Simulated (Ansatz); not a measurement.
Steps of a relaxation of `N1[SiH2]P1` with RKS PBE-D4/def2-SVP.

```sh
$ ansatz run in.yaml --threads 2 --pin off --events-out ev --progress --plain --max-ram 4352MiB
```

```yaml
crystal:
  periodic: [false, false, false]
  atoms:
    - {symbol: N, position_ang: [-0.657500, -0.690300, 0.159300]}
    - {symbol: Si, position_ang: [-0.576100, 0.967000, 0.055200]}
    - {symbol: P, position_ang: [0.683200, -1.221400, 0.656300]}
    - {symbol: H, position_ang: [-0.975000, -1.066400, -0.710000]}
    - {symbol: H, position_ang: [0.347600, 1.379000, -1.046200]}
    - {symbol: H, position_ang: [-0.282000, 1.656900, 1.341800]}
    - {symbol: H, position_ang: [1.521000, -1.092800, -0.501900]}
basis:
  gaussian: {orbitals: def2-SVP}
hamiltonian: {xc: pbe, dispersion: d4}
relax: {f_tol: 0.03, max_steps: 200}
```

Positions (Å) and forces (eV/Å) along the path, 12 of 12 steps:

```xyz
7
step=1 energy=-18701.8273 eV
N    -0.657   -0.690    0.159   -8.090   -1.314   -2.810
Si   -0.576    0.967    0.055    0.906    3.499    0.270
P     0.683   -1.221    0.656    7.567   -1.665    3.923
H    -0.975   -1.066   -0.710   -1.273   -0.725   -0.760
H     0.348    1.379   -1.046    0.391    0.229   -0.192
H    -0.282    1.657    1.342   -0.009   -0.047    0.242
H     1.521   -1.093   -0.502    0.508    0.022   -0.674
7
step=2 energy=-18702.8073 eV
N    -0.711   -0.712    0.153   -4.432   -1.419   -2.094
Si   -0.566    0.992    0.021    1.154    1.501    0.273
P     0.744   -1.171    0.661    3.720    0.100    1.693
H    -1.120   -1.164   -0.673   -0.426   -0.109    0.267
H     0.466    1.416   -1.012    0.030    0.036    0.043
H    -0.319    1.642    1.348   -0.105   -0.024    0.075
H     1.567   -1.072   -0.545    0.059   -0.085   -0.258
7
step=3 energy=-18703.4304 eV
N    -0.802   -0.760    0.125   -0.750   -0.052   -0.517
Si   -0.495    1.002    0.009    1.000   -0.711    0.432
P     0.827   -0.995    0.682    0.162    0.486   -0.705
H    -1.255   -1.283   -0.653    0.330    0.294    0.494
H     0.598    1.431   -0.973   -0.287   -0.027    0.145
H    -0.380    1.622    1.383   -0.249    0.013   -0.283
H     1.568   -1.085   -0.619   -0.208   -0.004    0.434
7
step=4 energy=-18703.6729 eV
N    -0.833   -0.779    0.178   -0.145    0.800   -0.198
Si   -0.342    0.932    0.051    0.684   -0.767    0.693
P     0.857   -0.983    0.628    0.324    0.002    0.181
H    -1.262   -1.253   -0.608   -0.256   -0.445   -0.408
H     0.652    1.446   -0.953   -0.344    0.090   -0.210
H    -0.538    1.652    1.336   -0.161    0.293   -0.084
H     1.528   -1.083   -0.677   -0.101    0.027    0.027
7
step=5 energy=-18703.9054 eV
N    -0.852   -0.794    0.179    0.356    1.390    0.184
Si   -0.178    0.868    0.135    0.014   -0.197    0.719
P     0.879   -1.011    0.632    0.255   -0.759    0.296
H    -1.270   -1.240   -0.625   -0.254   -0.509   -0.557
H     0.611    1.486   -0.998   -0.556    0.065   -0.015
H    -0.630    1.714    1.320    0.109   -0.082   -0.609
H     1.502   -1.090   -0.689    0.076    0.093   -0.018
7
step=6 energy=-18704.0154 eV
N    -0.842   -0.776    0.182    0.764    1.108    0.315
Si   -0.016    0.817    0.232   -0.985    0.599   -0.051
P     0.892   -1.136    0.645   -0.117   -0.545    0.091
H    -1.274   -1.189   -0.641   -0.088   -0.319   -0.354
H     0.487    1.554   -1.036   -0.338   -0.383    0.538
H    -0.702    1.769    1.249    0.578   -0.467   -0.508
H     1.515   -1.107   -0.675    0.186    0.007   -0.031
7
step=7 energy=-18704.0790 eV
N    -0.860   -0.759    0.128   -0.016   -0.277   -0.431
Si   -0.069    0.779    0.204    0.170    0.724    0.138
P     0.830   -1.197    0.639    0.164    0.057    0.233
H    -1.346   -1.231   -0.645    0.039    0.049    0.080
H     0.402    1.542   -1.010   -0.051   -0.253   -0.074
H    -0.525    1.772    1.215   -0.164   -0.040    0.213
H     1.628   -0.975   -0.577   -0.141   -0.259   -0.159
7
step=8 energy=-18704.1321 eV
N    -0.819   -0.739    0.122   -0.024    0.071   -0.100
Si   -0.082    0.843    0.226    0.212   -0.333   -0.093
P     0.861   -1.158    0.667   -0.015    0.240   -0.364
H    -1.279   -1.209   -0.669    0.047    0.061    0.152
H     0.384    1.537   -1.029   -0.065   -0.021    0.080
H    -0.593    1.783    1.269   -0.044   -0.019    0.020
H     1.590   -1.125   -0.630   -0.112    0.001    0.305
7
step=9 energy=-18704.1401 eV
N    -0.823   -0.733    0.122    0.033    0.026   -0.023
Si   -0.061    0.831    0.221   -0.089    0.061    0.102
P     0.858   -1.147    0.661    0.058   -0.098   -0.058
H    -1.281   -1.198   -0.668   -0.028   -0.042    0.007
H     0.371    1.532   -1.026    0.035    0.065   -0.114
H    -0.592    1.766    1.262    0.019   -0.016    0.001
H     1.589   -1.119   -0.619   -0.028    0.005    0.085
7
step=10 energy=-18704.1403 eV
N    -0.818   -0.730    0.097    0.174    0.187    0.258
Si   -0.058    0.834    0.219   -0.147   -0.050    0.029
P     0.850   -1.149    0.662    0.030   -0.081   -0.077
H    -1.299   -1.217   -0.657   -0.113   -0.097   -0.176
H     0.368    1.539   -1.029    0.052    0.075   -0.088
H    -0.579    1.764    1.268   -0.013   -0.006    0.002
H     1.596   -1.108   -0.606    0.016   -0.027    0.052
7
step=11 energy=-18704.1425 eV
N    -0.811   -0.728    0.102    0.005    0.006   -0.008
Si   -0.062    0.838    0.218    0.002   -0.080    0.015
P     0.858   -1.156    0.652   -0.088    0.059    0.103
H    -1.309   -1.215   -0.649    0.003    0.005    0.008
H     0.379    1.548   -1.029    0.004    0.025   -0.009
H    -0.595    1.764    1.266    0.009   -0.007   -0.003
H     1.601   -1.118   -0.606    0.065   -0.008   -0.107
7
step=12 energy=-18704.1431 eV
N    -0.811   -0.729    0.099   -0.011    0.023    0.012
Si   -0.065    0.837    0.215    0.007    0.005   -0.007
P     0.855   -1.150    0.658    0.005   -0.020   -0.005
H    -1.307   -1.217   -0.652   -0.004   -0.007    0.003
H     0.373    1.553   -1.030   -0.001    0.004    0.003
H    -0.587    1.762    1.269   -0.009   -0.007   -0.006
H     1.603   -1.124   -0.606    0.013    0.001    0.000
```

It took 13 s on 2 threads of an Arm Neoverse V1 on a shared host, with 0.12 GiB of host memory at the peak.
